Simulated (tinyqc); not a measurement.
UHF in the sto-3g basis, for OH+, spin multiplicity 3, step by step (part 2 of 2). Computed by tinyqc, a small Python program that keeps every step (integrals from PySCF). Command: `OMP_NUM_THREADS=1 python tinyqc.py 31328 31329 out.jsonl` (the two numbers bound the seeds that draw the settings). One thread of a shared host (Intel(R) Xeon(R) Processor @ 2.60GHz), about 0.08 s of CPU time with the checks.

Geometry (angstrom):
```
atom         x         y         z
O     0.000000  0.000000  0.000000
H     0.000000  0.000000  0.825000
```

## Iteration 16 (converged): orbitals

converged F(alpha) (hartree):
```
             1O 1s      1O 2s     1O 2px     1O 2py     1O 2pz      2H 1s
1O 1s   -21.233618  -5.412553   0.000000   0.000000  -0.027120  -1.702802
1O 2s    -5.412553  -3.296789   0.000000   0.000000  -0.196979  -1.667729
1O 2px    0.000000   0.000000  -1.246968   0.000000   0.000000   0.000000
1O 2py    0.000000   0.000000   0.000000  -1.246968   0.000000   0.000000
1O 2pz   -0.027120  -0.196979   0.000000   0.000000  -1.245970  -0.887724
2H 1s    -1.702802  -1.667729   0.000000   0.000000  -0.887724  -1.306377
```

converged F(beta) (hartree):
```
             1O 1s      1O 2s     1O 2px     1O 2py     1O 2pz      2H 1s
1O 1s   -21.180560  -5.335653   0.000000   0.000000  -0.026234  -1.676175
1O 2s    -5.335653  -2.920087   0.000000   0.000000  -0.174524  -1.531355
1O 2px    0.000000   0.000000  -0.312618   0.000000   0.000000   0.000000
1O 2py    0.000000   0.000000   0.000000  -0.312618   0.000000   0.000000
1O 2pz   -0.026234  -0.174524   0.000000   0.000000  -1.131116  -0.863951
2H 1s    -1.676175  -1.531355   0.000000   0.000000  -0.863951  -1.277551
```

X:
```
            1O 1s      1O 2s    1O 2px    1O 2py     1O 2pz      2H 1s
1O 1s    1.023486  -0.138734  0.000000  0.000000  -0.012061   0.027698
1O 2s   -0.138734   1.227773  0.000000  0.000000   0.155424  -0.444673
1O 2px   0.000000   0.000000  1.000000  0.000000   0.000000   0.000000
1O 2py   0.000000   0.000000  0.000000  1.000000   0.000000   0.000000
1O 2pz  -0.012061   0.155424  0.000000  0.000000   1.117354  -0.336678
2H 1s    0.027698  -0.444673  0.000000  0.000000  -0.336678   1.317555
```

Diagonalise F' = X^T F X, C = X C', fill 5 alpha and 3 beta electrons from the bottom; D(s) = C_occ C_occ^T. Each column has its largest component positive (the first on a tie).

F' = X^T F X (alpha) (hartree):
```
            1          2          3          4          5          6
1  -20.853389  -2.694514   0.000000   0.000000  -0.036822  -0.324592
2   -2.694514  -2.163266   0.000000   0.000000   0.053025  -0.722283
3    0.000000   0.000000  -1.246968   0.000000   0.000000   0.000000
4    0.000000   0.000000   0.000000  -1.246968   0.000000   0.000000
5   -0.036822   0.053025   0.000000   0.000000  -1.005157  -0.617707
6   -0.324592  -0.722283   0.000000   0.000000  -0.617707  -0.384890
```

orbital energies (alpha) (hartree): MO1 -21.242748, MO2 -2.084628, MO3 -1.269715, MO4 -1.246968, MO5 -1.246968, MO6 0.190388

coefficients C (alpha):
```
              MO1        MO2        MO3        MO4       MO5        MO6
1O 1s    0.994147  -0.249455   0.088173   0.000000  0.000000   0.096703
1O 2s    0.026524   0.941240  -0.446638   0.000000  0.000000  -0.813906
1O 2px   0.000000   0.000000   0.000000  -0.084915  0.996388   0.000000
1O 2py   0.000000   0.000000   0.000000   0.996388  0.084915   0.000000
1O 2pz   0.005356   0.211108   0.805994   0.000000  0.000000  -0.831813
2H 1s   -0.008987   0.091005   0.311341   0.000000  0.000000   1.393739
```

F' = X^T F X (beta) (hartree):
```
            1          2          3          4          5          6
1  -20.811860  -2.668284   0.000000   0.000000  -0.038959  -0.324041
2   -2.668284  -1.752494   0.000000   0.000000   0.100205  -0.703674
3    0.000000   0.000000  -0.312618   0.000000   0.000000   0.000000
4    0.000000   0.000000   0.000000  -0.312618   0.000000   0.000000
5   -0.038959   0.100205   0.000000   0.000000  -0.873845  -0.625946
6   -0.324041  -0.703674   0.000000   0.000000  -0.625946  -0.421436
```

orbital energies (beta) (hartree): MO1 -21.186811, MO2 -1.765672, MO3 -1.154458, MO4 -0.312618, MO5 -0.312618, MO6 0.247305

coefficients C (beta):
```
              MO1        MO2        MO3        MO4       MO5        MO6
1O 1s    0.995237  -0.225551   0.118830   0.000000  0.000000   0.110417
1O 2s    0.021764   0.817180  -0.573470   0.000000  0.000000  -0.866856
1O 2px   0.000000   0.000000   0.000000  -0.073673  0.997282   0.000000
1O 2py   0.000000   0.000000   0.000000   0.997282  0.073673   0.000000
1O 2pz   0.004582   0.250489   0.761256   0.000000  0.000000  -0.862471
2H 1s   -0.007436   0.228819   0.316385   0.000000  0.000000   1.376696
```

D(alpha) after iteration 16:
```
            1O 1s      1O 2s    1O 2px    1O 2py     1O 2pz      2H 1s
1O 1s    1.058331  -0.247809  0.000000  0.000000   0.023730  -0.004184
1O 2s   -0.247809   1.086122  0.000000  0.000000  -0.161142  -0.053638
1O 2px   0.000000   0.000000  1.000000  0.000000   0.000000   0.000000
1O 2py   0.000000   0.000000  0.000000  1.000000   0.000000   0.000000
1O 2pz   0.023730  -0.161142  0.000000  0.000000   0.694221   0.270102
2H 1s   -0.004184  -0.053638  0.000000  0.000000   0.270102   0.105296
```

D(beta) after iteration 16:
```
            1O 1s      1O 2s    1O 2px    1O 2py     1O 2pz      2H 1s
1O 1s    1.055491  -0.230801  0.000000  0.000000   0.038522  -0.021415
1O 2s   -0.230801   0.997125  0.000000  0.000000  -0.231763   0.005387
1O 2px   0.000000   0.000000  0.000000  0.000000   0.000000   0.000000
1O 2py   0.000000   0.000000  0.000000  0.000000   0.000000   0.000000
1O 2pz   0.038522  -0.231763  0.000000  0.000000   0.642277   0.298133
2H 1s   -0.021415   0.005387  0.000000  0.000000   0.298133   0.152513
```

Within a degenerate level the vectors are fixed only up to a rotation; this is one choice.

## Convergence

Stop when the energy changes by less than 1e-10 hartree and every element of the error matrix X^T (F D S - S D F) X (for each spin) is below 3e-06.

Course of the cycle:
```
iteration   E (hartree)     change  largest element of the error matrix
1          -73.41218450          -                             4.13e-01
2          -73.81007348  -3.98e-01                             2.70e-01
3          -73.92472160  -1.15e-01                             1.46e-01
4          -73.95589325  -3.12e-02                             5.92e-02
5          -73.96022534  -4.33e-03                             2.53e-02
6          -73.96103903  -8.14e-04                             9.92e-03
7          -73.96117049  -1.31e-04                             3.85e-03
8          -73.96119241  -2.19e-05                             1.50e-03
9          -73.96119603  -3.62e-06                             6.22e-04
10         -73.96119664  -6.09e-07                             2.48e-04
11         -73.96119674  -1.03e-07                             1.04e-04
12         -73.96119676  -1.76e-08                             4.61e-05
13         -73.96119676  -3.07e-09                             2.02e-05
14         -73.96119676  -5.45e-10                             8.47e-06
15         -73.96119676  -9.63e-11                             3.42e-06
16         -73.96119676  -1.69e-11                             1.33e-06
```

PySCF UHF in the same basis, after a stability check = -73.96119676 hartree

Converged in 16 iterations.

## Populations, bond orders and dipole

overlap S:
```
           1O 1s     1O 2s    1O 2px    1O 2py    1O 2pz     2H 1s
1O 1s   1.000000  0.236704  0.000000  0.000000  0.000000  0.073548
1O 2s   0.236704  1.000000  0.000000  0.000000  0.000000  0.565043
1O 2px  0.000000  0.000000  1.000000  0.000000  0.000000  0.000000
1O 2py  0.000000  0.000000  0.000000  1.000000  0.000000  0.000000
1O 2pz  0.000000  0.000000  0.000000  0.000000  1.000000  0.434235
2H 1s   0.073548  0.565043  0.000000  0.000000  0.434235  1.000000
```

Mulliken: Z minus the diagonal of D S on the atom; Loewdin: the same with S^(1/2) D S^(1/2); Mayer order: 2 sum_s sum (D(s) S)_ij (D(s) S)_ji over the two atoms.

Charges (e):
```
atom  Mulliken   Loewdin  Mulliken spin
1O    0.475410  0.646413       2.091473
2H    0.524590  0.353587      -0.091473
```

Mayer bond orders:
```
pair     order
2-1   0.716438
```

dipole moment about the origin, x y z (debye): 0.000000  0.000000  2.379703

<S^2> of the determinant (pure state: 2) = 2.005311
